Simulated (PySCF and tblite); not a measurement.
C₂H₃F₃O, numbered as in [OH:1][CH2:2][C:3]([F:4])([F:5])[F:6].

The ensemble was built from 60 distance-geometry starts (ETKDG and KDG, MMFF94s, GFN2-xTB) and rests on GFN2-xTB geometries. Weights use PBE0-D3(BJ)/pcSseg-1 energies plus GFN2-xTB zero-point and thermal terms (modes under about 100 cm⁻¹ blended into free rotors). Symmetry numbers and mirror images are counted. Conformers within 3 kcal/mol (GFN2-xTB free energy) were kept, 10 at most. GIAO shieldings: PBE0/pcSseg-1. Shifts are against TMS (¹H), TMS (¹³C), CFCl3 (¹⁹F) at the same level. (PySCF 2.14, tblite 0.8.)

Torsions listed: H1–O1–C2–C3. Of a mirror pair one member is shown.

```json
{"conformer": "1", "shape": "-59°", "weight %": "98.7", "dipole D": "1.65"}
{"conformer": "2", "shape": "180°", "weight %": "1.3", "dipole D": "3.49"}
```

Q: How do the computed shifts compare with measured ones?

A: 
```csv
nucleus,signal,leading conformer,average,measured,medium
¹⁹F,F4/F5/F6,-95.7,-95.7,-77.8,not stated
¹⁹F,F4/F5/F6,-95.7,-95.7,-78,not stated
```

Measured values: G. Saielli, R. Bini, A. Bagno, Computational 19F NMR. 2. Organic compounds, RSC Adv. 2014, ESI (exp. from Berger-Braun-Kalinowski 1994 and Everett 1995); Wikipedia, Fluorine-19 nuclear magnetic resonance spectroscopy.  The computed shifts are unscaled and lack vibrational corrections.


Conformer gaps in pcSseg-1 on xTB geometries can be 2 kcal/mol off for S=O, P=O and other polar bonds.